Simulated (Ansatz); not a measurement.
# CH4Mg: the cost of one run

All numbers are computed with Ansatz 0.2.0, driven from Python. Level of theory: CCSD(T)/def2-SVP.

## (1) Starting point

Bond lengths: C1–Mg2 2.173 Å, C1–H3 1.189 Å, C1–H4 1.049 Å, C1–H5 1.065 Å, Mg2–H6 1.786 Å. Angles: C1–Mg2–H6 178.4°, Mg2–C1–H3 106.9°, Mg2–C1–H4 108.8°, Mg2–C1–H5 112.3°, H3–C1–H4 107.2°, H3–C1–H5 109.5°, H4–C1–H5 111.8°.

No structure file is read: the coordinates are typed or built in the script.

## (2) The code

File scan_ch4mg.py:

```python
'''Stretching a bond of CH4Mg, the rest held rigid.'''

import ansatz as az
import matplotlib.pyplot as plt
import numpy as np

BASIS = 'def2-SVP'
LEVEL = 'ccsd_t'

molecule = (
    az.Crystal.molecule()
    .atom('C', [-0.1539, -0.5819, -0.6031])
    .atom('Mg', [0.3004, 0.8409, 0.9747])
    .atom('H', [-0.7283, 0.017, -1.4548])
    .atom('H', [-0.8186, -1.3023, -0.2286])
    .atom('H', [0.7238, -1.0275, -1.0108])
    .atom('H', [0.7186, 1.9899, 2.2764])
)

symbols = [site.symbol for site in molecule.cartesian_sites]
start = np.array([site.position_ang for site in molecule.cartesian_sites])
axis = (start[4] - start[0]) / np.linalg.norm(start[4] - start[0])
moving = [4]
lengths, energies = [0.938, 0.98, 1.023, 1.065, 1.108, 1.151, 1.193, 1.257], []
for length in lengths:
    xyz = start.copy()
    xyz[moving] += (length - np.linalg.norm(start[4] - start[0])) * axis
    point = az.Crystal.molecule()
    for symbol, place in zip(symbols, xyz):
        point = point.atom(symbol, place.tolist())
    setup = point.calculation()
    setup = setup.basis(gaussian=BASIS)
    setup = setup.correlation(LEVEL)
    r = setup.run(threads=1).report
    energies.append(r['free_energy_ev'])
    print(f'r = {length:6.3f} A  E = {energies[-1]:.5f} eV  <S^2> = {abs(r["mean_field"]["state"]["spin_squared"]):.3f}')

# quartic fit about the minimum
fit = np.polynomial.Polynomial.fit(lengths, np.array(energies) - min(energies), 4).convert()
roots = [r.real for r in fit.deriv().roots() if abs(r.imag) < 1e-9 and fit.deriv(2)(r.real) > 0]
r_e = min(roots, key=lambda r: abs(r - lengths[int(np.argmin(energies))]))
print(f'minimum of the fit at {r_e:.4f} A, force constant {fit.deriv(2)(r_e):.2f} eV/A^2')
plt.figure(figsize=(4.5, 3))
plt.plot(lengths, np.array(energies) - min(energies), 'o-')
plt.xlabel('bond length (A)')
plt.ylabel('E - E(min) (eV)')
plt.tight_layout()
plt.savefig('scan.png', dpi=100)
```

## (3) The run

On the command line:

```console
$ python scan_ch4mg.py
```

Q: Estimate wall time and peak memory on 1 thread of Arm Neoverse V2, shared host.

About 8.2 s, with a peak of 0.23 GiB.
